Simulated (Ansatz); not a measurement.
Two structures of CH$_{6}$Si, closed shell, reached by relaxing down either side of one saddle point (PBE0-D4/def2-TZVP). Energies are electronic, without zero-point energy. Ansatz 0.2.0; basis: def2-TZVPP and def2-QZVPP; cores frozen in the correlated methods. Extrapolation: Hartree–Fock as exp(−7.88 √X), correlation as X^−2.97. First:

Si1  (-1.106, -0.107, 0.352)
C2  (0.643, 0.668, 0.340)
H3  (-0.629, -1.796, 0.006)
H4  (-0.380, -1.486, -0.699)
H5  (-1.468, 0.094, -1.112)
H6  (1.235, 0.323, 1.191)
H7  (0.478, 1.742, 0.497)
H8  (1.227, 0.563, -0.574)
(Å)

Second:

| atom | x (Å) | y (Å) | z (Å) |
| --- | --- | --- | --- |
| Si1 | -0.6083 | -0.5769 | -0.2789 |
| C2 | 0.6796 | 0.6446 | 0.3118 |
| H3 | -1.3105 | -1.2007 | 0.8753 |
| H4 | 0.0229 | -1.6603 | -1.0805 |
| H5 | -1.6239 | 0.0999 | -1.1304 |
| H6 | 1.4260 | 0.1494 | 0.9371 |
| H7 | 0.2181 | 1.4408 | 0.9001 |
| H8 | 1.1960 | 1.1033 | -0.5344 |

Q: Which bonds change from the first to the second?

A: CH₄Si ([CH3][SiH]) + H₂ → CH₆Si ([CH3][SiH3]); bonds formed: Si1–H3, Si1–H4; bonds broken: H3–H4.

Q: Give the saddle point's structure and its height above each. (To be estimated.)

A: The calculation gives: 0.260 eV above the first and 2.774 eV above the second (CCSD(T) at an estimated basis limit (MP2 extrapolated from triple and quadruple zeta, plus CCSD(T) − MP2 in triple zeta)).
```tsv
atom	x (Å)	y (Å)	z (Å)
Si1	-1.0024	-0.1660	0.1031
C2	0.6659	0.7093	0.3151
H3	-0.8566	-1.6813	0.3095
H4	-0.2832	-1.4920	-0.5962
H5	-1.5233	-0.0423	-1.2887
H6	1.3027	0.1216	0.9803
H7	0.5018	1.6745	0.7989
H8	1.1952	0.8762	-0.6221
```

No T1 diagnostic of these runs exceeds 0.013. The restricted Hartree–Fock reference is unstable towards an unrestricted one at one or more of these structures.

Losses and insertions of silylenes and their heavier kin drive the gas-phase chemistry of silicon and germanium vapour deposition.

Labels in which every atom is bracketed show which atoms are joined, not bond orders.

For scale, one of the runs: CCSD(T)/def2-TZVPP, 157 basis functions, launched by `ansatz run in.yaml --threads 2 --pin off --events-out ev --progress --plain --max-ram 4352MiB`. The run took 9.5 s on 2 CPU threads of an Arm Neoverse V1 (shared host), with 1 GiB of host memory at its peak.
